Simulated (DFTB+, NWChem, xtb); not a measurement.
**PH3S (SMILES [PH3]=S): methods side by side**

The species is PH3S (5 atoms), meant as a singlet with charge 0. As SMILES, `[PH3]=S`. Geometry: relaxed at GFN2-xTB.

Quantity: the dipole moment, in D. The values are calculated.

```csv
level,kind,program,value (D)
DFTB1,semi-empirical,DFTB+,6.28
DFTB2,semi-empirical,DFTB+,2.18
DFTB3-D3(BJ),semi-empirical,DFTB+,2.17
GFN2-xTB,semi-empirical,xtb,4.14
HF/STO-3G,Hartree–Fock,NWChem,4.43
HF/3-21G,Hartree–Fock,NWChem,5.04
HF/def2-SVP,Hartree–Fock,NWChem,4.27
PBE/6-31G** (spherical functions),GGA,NWChem,3.73
B3LYP/3-21G,global hybrid,NWChem,4.32
B3LYP/6-31G* (spherical functions),global hybrid,NWChem,3.87
```

The values span 2.17 to 6.28 D. Magnitudes only. Sets without polarisation functions give poor dipoles. Without the sets that lack polarisation functions the rows with a basis span only 3.73 to 4.27 D.
